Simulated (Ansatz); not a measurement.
Steps of a relaxation of `CCC(=N)N` with RKS PBE0-D4/def2-TZVP.

```sh
$ ansatz run in.yaml --threads 4 --pin off --events-out ev --progress --plain --max-ram 10444MiB
```

```yaml
crystal:
  periodic: [false, false, false]
  atoms:
    - {symbol: C, position_ang: [-1.213865, 1.014387, -0.193143]}
    - {symbol: C, position_ang: [-0.370083, 0.117872, 0.724469]}
    - {symbol: C, position_ang: [0.610902, -0.764747, -0.038778]}
    - {symbol: N, position_ang: [0.533551, -2.044605, -0.189248]}
    - {symbol: N, position_ang: [1.615199, -0.063648, -0.684616]}
    - {symbol: H, position_ang: [-1.917059, 1.640580, 0.391769]}
    - {symbol: H, position_ang: [-0.573826, 1.687745, -0.797175]}
    - {symbol: H, position_ang: [-1.807801, 0.401709, -0.901051]}
    - {symbol: H, position_ang: [-1.023769, -0.540220, 1.331931]}
    - {symbol: H, position_ang: [0.194993, 0.749128, 1.447676]}
    - {symbol: H, position_ang: [-0.311011, -2.394636, 0.286506]}
    - {symbol: H, position_ang: [2.346486, -0.648576, -1.094512]}
    - {symbol: H, position_ang: [1.936784, 0.810211, -0.268828]}
basis:
  gaussian: {orbitals: def2-TZVP}
hamiltonian: {xc: pbe0, dispersion: d4}
relax: {f_tol: 0.005, max_steps: 150}
```

Positions (Å) and forces (eV/Å) along the path, 10 of 15 steps:

```xyz
13
step=1 energy=-6216.7212 eV
C    -1.214    1.014   -0.193   -0.106    0.101   -0.232
C    -0.370    0.118    0.724    0.053   -0.108    0.304
C     0.611   -0.765   -0.039   -0.006   -0.456   -0.209
N     0.534   -2.045   -0.189   -0.414    0.992    0.418
N     1.615   -0.064   -0.685    0.260   -0.174    0.208
H    -1.917    1.641    0.392    0.362   -0.326   -0.247
H    -0.574    1.688   -0.797   -0.309   -0.323    0.309
H    -1.808    0.402   -0.901    0.287    0.286    0.352
H    -1.024   -0.540    1.332    0.303    0.319   -0.317
H     0.195    0.749    1.448   -0.253   -0.306   -0.370
H    -0.311   -2.395    0.287    0.502    0.204   -0.273
H     2.346   -0.649   -1.095   -0.451    0.366    0.289
H     1.937    0.810   -0.269   -0.226   -0.575   -0.234
13
step=2 energy=-6216.7761 eV
C    -1.209    1.007   -0.193   -0.054    0.055   -0.038
C    -0.367    0.118    0.719    0.043   -0.061    0.020
C     0.600   -0.755   -0.050    0.105   -0.085    0.056
N     0.526   -2.023   -0.191   -0.229    0.241    0.128
N     1.609   -0.066   -0.683    0.071   -0.049    0.047
H    -1.902    1.621    0.394    0.090   -0.081   -0.084
H    -0.580    1.677   -0.790   -0.089   -0.093    0.090
H    -1.799    0.399   -0.890    0.086    0.079    0.105
H    -1.012   -0.533    1.321    0.090    0.096   -0.098
H     0.199    0.742    1.429   -0.083   -0.090   -0.118
H    -0.307   -2.370    0.284    0.168    0.014   -0.106
H     2.340   -0.650   -1.067   -0.132    0.099    0.063
H     1.923    0.798   -0.267   -0.066   -0.127   -0.065
13
step=4 energy=-6216.7814 eV
C    -1.206    1.004   -0.193   -0.001   -0.002    0.005
C    -0.363    0.119    0.718    0.004   -0.005   -0.012
C     0.601   -0.753   -0.046    0.039    0.011   -0.003
N     0.518   -2.016   -0.191   -0.024    0.019    0.004
N     1.608   -0.067   -0.680    0.000   -0.014    0.023
H    -1.900    1.611    0.392   -0.010    0.008    0.007
H    -0.583    1.676   -0.784    0.008    0.011   -0.008
H    -1.789    0.397   -0.888   -0.008   -0.008   -0.010
H    -1.007   -0.529    1.316   -0.008   -0.007    0.009
H     0.197    0.743    1.424    0.008    0.009    0.007
H    -0.309   -2.367    0.281   -0.004   -0.029   -0.003
H     2.335   -0.649   -1.064    0.004   -0.005   -0.013
H     1.919    0.796   -0.271   -0.007    0.013   -0.005
13
step=5 energy=-6216.7814 eV
C    -1.205    1.005   -0.192    0.000   -0.004    0.002
C    -0.364    0.118    0.719    0.014   -0.001   -0.009
C     0.601   -0.754   -0.045    0.037    0.012   -0.001
N     0.517   -2.016   -0.191   -0.014    0.015    0.017
N     1.609   -0.069   -0.677   -0.023   -0.069   -0.017
H    -1.899    1.611    0.392   -0.012    0.011    0.009
H    -0.579    1.678   -0.781    0.006    0.013   -0.010
H    -1.786    0.399   -0.890   -0.008   -0.008   -0.011
H    -1.009   -0.530    1.315   -0.012   -0.014    0.010
H     0.196    0.740    1.426    0.009    0.010    0.005
H    -0.307   -2.368    0.285   -0.011   -0.027   -0.011
H     2.335   -0.649   -1.064    0.003    0.001   -0.009
H     1.913    0.801   -0.280    0.011    0.061    0.026
13
step=6 energy=-6216.7816 eV
C    -1.205    1.005   -0.192   -0.002   -0.001   -0.002
C    -0.363    0.118    0.719    0.004    0.001   -0.001
C     0.602   -0.754   -0.044    0.016    0.003   -0.003
N     0.517   -2.017   -0.190   -0.013    0.012    0.009
N     1.610   -0.070   -0.676   -0.005   -0.032   -0.001
H    -1.901    1.610    0.392   -0.003    0.002    0.002
H    -0.580    1.679   -0.781    0.000    0.002   -0.001
H    -1.786    0.399   -0.891    0.000   -0.001   -0.001
H    -1.009   -0.529    1.316   -0.001   -0.002    0.002
H     0.197    0.741    1.426    0.001    0.002   -0.002
H    -0.310   -2.370    0.282    0.002   -0.010   -0.007
H     2.336   -0.649   -1.065   -0.001    0.006   -0.004
H     1.912    0.802   -0.281    0.001    0.017    0.008
13
step=7 energy=-6216.7816 eV rejected
C    -1.207    1.003   -0.193   -0.003   -0.001   -0.008
C    -0.362    0.120    0.718    0.015   -0.002    0.011
C     0.602   -0.755   -0.044    0.013    0.021   -0.001
N     0.513   -2.017   -0.194   -0.003   -0.005    0.007
N     1.614   -0.072   -0.667   -0.022    0.000   -0.015
H    -1.902    1.609    0.393   -0.001   -0.001    0.000
H    -0.585    1.677   -0.784    0.003    0.002   -0.002
H    -1.789    0.395   -0.888   -0.003   -0.001   -0.001
H    -1.005   -0.525    1.320   -0.005   -0.007    0.008
H     0.202    0.746    1.420   -0.005    0.005    0.009
H    -0.314   -2.369    0.277   -0.009   -0.008   -0.011
H     2.338   -0.646   -1.067    0.016   -0.018   -0.001
H     1.915    0.801   -0.274    0.003    0.015    0.004
13
step=10 energy=-6216.7818 eV
C    -1.209    0.999   -0.193   -0.002    0.000   -0.001
C    -0.358    0.123    0.720    0.005   -0.003    0.002
C     0.603   -0.753   -0.043   -0.004    0.006    0.000
N     0.507   -2.013   -0.201    0.002   -0.006   -0.006
N     1.619   -0.072   -0.665   -0.002    0.012    0.001
H    -1.905    1.605    0.391    0.001    0.000   -0.001
H    -0.591    1.673   -0.789    0.001   -0.001    0.000
H    -1.791    0.385   -0.884    0.000    0.000    0.001
H    -0.997   -0.521    1.327    0.000   -0.001    0.002
H     0.205    0.754    1.418   -0.003    0.002    0.001
H    -0.324   -2.365    0.264   -0.001    0.002    0.002
H     2.340   -0.649   -1.065    0.004   -0.008    0.001
H     1.923    0.798   -0.266    0.001   -0.003   -0.002
13
step=11 energy=-6216.7818 eV
C    -1.215    0.994   -0.192   -0.001   -0.001   -0.004
C    -0.354    0.128    0.721   -0.002   -0.002    0.003
C     0.604   -0.750   -0.046    0.002   -0.008    0.014
N     0.498   -2.008   -0.213    0.004    0.009   -0.002
N     1.627   -0.072   -0.658   -0.001    0.014   -0.001
H    -1.909    1.602    0.392    0.003   -0.002   -0.002
H    -0.603    1.665   -0.798   -0.002   -0.004    0.003
H    -1.799    0.373   -0.875    0.003    0.004    0.005
H    -0.987   -0.515    1.337    0.004    0.003   -0.003
H     0.212    0.766    1.411   -0.005   -0.004   -0.004
H    -0.336   -2.358    0.248    0.000    0.008   -0.004
H     2.346   -0.652   -1.060   -0.002   -0.003    0.003
H     1.936    0.793   -0.252   -0.004   -0.013   -0.007
13
step=14 energy=-6216.7818 eV rejected
C    -1.216    0.992   -0.193    0.001   -0.002   -0.001
C    -0.354    0.128    0.722    0.004    0.000    0.004
C     0.605   -0.748   -0.045   -0.006    0.006   -0.009
N     0.497   -2.006   -0.217    0.001   -0.005    0.007
N     1.628   -0.071   -0.657    0.002   -0.002    0.000
H    -1.907    1.603    0.391    0.000    0.000    0.000
H    -0.605    1.660   -0.802    0.000   -0.001    0.001
H    -1.803    0.369   -0.870    0.001    0.001    0.001
H    -0.985   -0.515    1.339    0.000    0.000    0.000
H     0.212    0.768    1.410   -0.002    0.001    0.000
H    -0.339   -2.355    0.243   -0.001   -0.001   -0.004
H     2.345   -0.652   -1.059    0.000    0.000    0.000
H     1.942    0.791   -0.246    0.000    0.002    0.000
13
step=15 energy=-6216.7818 eV
C    -1.216    0.993   -0.192    0.000    0.000   -0.001
C    -0.354    0.128    0.722    0.000    0.000    0.001
C     0.604   -0.749   -0.045    0.000    0.002    0.000
N     0.497   -2.006   -0.215   -0.001    0.000    0.000
N     1.628   -0.071   -0.657    0.000    0.000    0.000
H    -1.908    1.603    0.392    0.000    0.000    0.000
H    -0.604    1.660   -0.802    0.000   -0.001    0.000
H    -1.802    0.370   -0.871    0.000    0.001    0.001
H    -0.985   -0.515    1.338    0.000    0.000    0.000
H     0.212    0.768    1.410   -0.001    0.000   -0.001
H    -0.338   -2.355    0.243    0.001    0.000    0.000
H     2.346   -0.652   -1.059    0.000    0.000    0.000
H     1.941    0.791   -0.248    0.000    0.000    0.000
```

It took 35 s on 4 threads of an AMD EPYC 7B13 on a shared host, with 0.5 GiB of host memory at the peak.
